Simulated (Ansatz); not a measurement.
# Cl2: an active-space calculation

With the Ansatz DFT code, driven from Python.

Run as a notebook:

```python
import ansatz
```

```python
params = {
    "basis_set": "def2-SVP",
}

geometry_ang = [
    ("Cl", (0.0, 0.0, 0.0)),
    ("Cl", (0.0, 0.0, 1.94)),
]
molecule = ansatz.Crystal.molecule()
for symbol, xyz in geometry_ang:
    molecule = molecule.atom(symbol, xyz)
```

```python
calculation = (
    molecule.calculation()
    .basis(gaussian=params["basis_set"])
    .correlation(active_electrons=4, active_orbitals=4)
)
for method in [None, "sc_nevpt2", "fic_mrcisd_q"]:
    rep = (calculation if method is None else calculation.correlation(method)).run().report
    space = rep["configurations"]
    state = space["states"][0]
    print(method or "casscf", f"total {rep['free_energy_ev'] / 27.211386246:.6f} Ha, active-space state {state['energy']['hartree']:.6f} Ha, mean field {rep['reference_energy_ev'] / 27.211386246:.6f} Ha")
    print("  determinants", state["n_determinants"], " natural occupations", [round(n, 3) for n in space["natural_occupations"]])
```

    casscf total -918.686047 Ha, active-space state -918.686047 Ha, mean field -918.656387 Ha
      determinants 36  natural occupations [1.99, 1.966, 0.036, 0.009]
    sc_nevpt2 total -918.921321 Ha, active-space state -918.686019 Ha, mean field -918.656387 Ha
      determinants 20  natural occupations [1.99, 1.966, 0.036, 0.009]
    fic_mrcisd_q total -918.955250 Ha, active-space state -918.686019 Ha, mean field -918.656387 Ha
      determinants 20  natural occupations [1.99, 1.966, 0.036, 0.009]

Notes:
- Total energies depend on the basis set; only differences at equal settings carry meaning.
- The geometry is a force-field or estimated start, not a minimum of this method, and the basis set is short of its limit. The active space starts as a window about the frontier orbitals and is then optimised, not chosen by chemistry.
- The spin state was assumed, and another may lie lower.
- Timing: 3.5 s on 1 thread of Arm Neoverse V2 (shared host), peak memory 0.16 GiB.
